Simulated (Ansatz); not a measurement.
What a trial cell of Be2Pd relaxes into

Method: DFT PBE, scalar-relativistic, plane waves, PAW in Ansatz. Cutoff 420 eV, Γ-centred k mesh, Gaussian smearing, no spin polarisation in the final step.

The start puts Be2Pd on the AlB2 structure type (P6/mmm, No. 191), with Pd in place of Al, Be in place of B, at a guessed volume.

```xyz
3
Lattice="3.0897 0.0000 0.0000 -1.5448 2.6758 0.0000 0.0000 0.0000 3.3361" Properties=species:S:1:pos:R:3 pbc="T T T"
Be    0.0000    1.7838    1.6680
Be    1.5448    0.8919    1.6680
Pd    0.0000    0.0000    0.0000
```

Cell and atoms relax at zero pressure; the relaxation can't lower the symmetry of the start. After a coarse first stage the cell is made exact in the group found at 0.06 Å.

The zero of energy is the elements' standard structures at the same level; no fitted shifts are applied.

Describe the relaxed structure.

It keeps P6/mmm (No. 191), but not the shape of the type it started on. Conventional cell: a = 3.713 Å, c = 2.623 Å. Around Be lie 3 Be at 2.14 Å, 6 Pd at 2.51 Å and 2 Be at 2.62 Å; Pd is coordinated by 12 Be at 2.51 Å and 2 Pd at 2.62 Å.

```xyz
3
Lattice="3.7133 0.0000 0.0000 -1.8566 3.2158 0.0000 0.0000 0.0000 2.6226" Properties=species:S:1:pos:R:3 pbc="T T T"
Be    0.0000    2.1439    1.3113
Be    1.8566    1.0719    1.3113
Pd    0.0000    0.0000    0.0000
```

What are its volume, energy, density and gap?

The volume per atom is 10.44 Å³, the density is 6.60 g/cm³ and the energy over the elements is -0.34 eV/atom. The gap on the 12×12×18 mesh is 0 eV (a metal).

The final run used a 12×12×18 mesh on its 3-atom cell and 0.10 eV smearing. For metals, differences of a few meV/atom aren't resolved. Symmetry constrained the relaxation, so the result can be a saddle point.

Cost: 3 runs of about 0.32 core-minutes in all, on Intel Xeon 6975P-C (Granite Rapids) (shared hosts).